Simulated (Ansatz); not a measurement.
**B2HS (doublet): from a generated start to a stationary point**

Where does this start of B2HS (doublet) end when it is relaxed?

Program: Ansatz 0.2.0, Gaussian basis. Level of theory: UKS PBE0/def2-TZVP. These are calculated values, not measurements.

## (1) The system as given

4 atoms, charge 0, spin multiplicity 2.

Atoms are counted from 1 here; the program's logs count them from 0.

Bond lengths: B1–B2 1.507 Å, B1–H4 1.151 Å, B2–S3 1.642 Å. Angles: B2–B1–H4 180.0°, B1–B2–S3 180.0°.

Geometry (Å):

```csv
atom,x (Å),y (Å),z (Å)
B1,0.0000,0.0000,-0.8759
B2,0.0000,0.0000,0.6308
S3,0.0000,0.0000,2.2725
H4,0.0000,0.0000,-2.0273
```

The start was built by rule and, where that kept it together, relaxed with GFN2-xTB. Sticks and bond lists go by distance. 

## (2) The run

in.yaml

```yaml
crystal:
  periodic: [false, false, false]
  atoms:
    - {symbol: B, position_ang: [0.000000, 0.000000, -0.875936]}
    - {symbol: B, position_ang: [0.000000, 0.000000, 0.630769]}
    - {symbol: S, position_ang: [0.000000, 0.000000, 2.272495]}
    - {symbol: H, position_ang: [0.000000, 0.000000, -2.027328]}
basis:
  gaussian: {orbitals: def2-TZVP}
magnetization: {spin_polarized: true, initial_magnetization: 1}
hamiltonian: {xc: pbe0}
relax: {f_tol: 0.004, max_steps: 80}
```

Launch:

```console
ansatz run in.yaml --threads 1 --pin off --events-out ev --progress --plain --max-ram 2176MiB
```

Q: Predict the outcome of this session. Wanted: energy gained; shift from the start; total energy; dipole moment; ⟨S²⟩.

As calculated:

| quantity | value |
| --- | --- |
| steps | 4 |
| energy gained | 0.081 eV |
| shift from the start (rms) | 0.036 Å |
| total energy | -12196.8989 eV |
| dipole moment | 2.15 D |
| ⟨S²⟩ | 0.757 |

In words: The bonds of the start are those of the end. B1–B2 went from 1.507 to 1.574 Å. No vibrations were run, so this is a stationary point, not a proven minimum, and this spin need not be the ground state's.
